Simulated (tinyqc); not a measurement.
Stretching all distances: RHF, UHF, MP2, CISD and CCSD against full CI in the sto-3g basis, for H2O, spin multiplicity 1. Computed by the program tinyqc with PySCF. All coordinates are multiplied by the scale. c0^2 is the weight of the RHF determinant in the lowest singlet FCI state (UHF is spin-contaminated and may lie near states of higher spin) and n(LUMO) the first natural occupation beyond the occupied space.

Geometry (angstrom):

| atom | x | y | z |
|---|---|---|---|
| O | 0.0000 | 0.0000 | 0.0000 |
| H | 0.0000 | 0.7730 | 0.4740 |
| H | 0.0000 | -0.7730 | 0.4740 |

Full CI energy (hartree) and errors against it (kcal/mol):

| scale | distance 1-2 (angstrom) | E(FCI) | RHF | UHF | MP2 | CISD | CCSD | <S^2> UHF | c0^2 | n(LUMO) |
|---|---|---|---|---|---|---|---|---|---|---|
| 0.910 | 0.825 | -74.91333 | 21.088 | 21.088 | 5.463 | 0.181 | 0.053 | 0.000 | 0.986 | 0.015 |
| 1.090 | 0.988 | -75.00598 | 32.547 | 32.547 | 9.632 | 0.531 | 0.111 | 0.000 | 0.970 | 0.032 |
| 1.270 | 1.152 | -74.98554 | 49.597 | 49.597 | 16.305 | 1.538 | 0.229 | 0.000 | 0.940 | 0.066 |
| 1.460 | 1.324 | -74.92711 | 74.682 | 67.792 | 26.430 | 4.221 | 0.463 | 0.565 | 0.882 | 0.133 |
| 1.640 | 1.487 | -74.86911 | 105.077 | 57.433 | 38.493 | 9.314 | 0.646 | 1.232 | 0.801 | 0.231 |
| 1.820 | 1.650 | -74.82047 | 141.219 | 39.034 | 52.025 | 17.536 | 0.054 | 1.583 | 0.696 | 0.361 |
| 2.000 | 1.814 | -74.78531 | 181.536 | 23.067 | 65.922 | 28.512 | -2.846 | 1.775 | 0.575 | 0.508 |

What does the comparison show, and why?

UHF parts from RHF first at scale 1.46 of those listed, where <S^2> leaves zero. The weight c0^2 goes from 0.99 to 0.57 and n(LUMO) from 0.01 to 0.51: static correlation grows as the bonds break into open-shell fragments. The spread of the error along the curve, which distorts its shape, is CCSD 3.5, CISD 28.3, UHF 46.7, MP2 60.5, RHF 160.4 kcal/mol. Below FCI somewhere: CCSD, as non-variational methods may be.
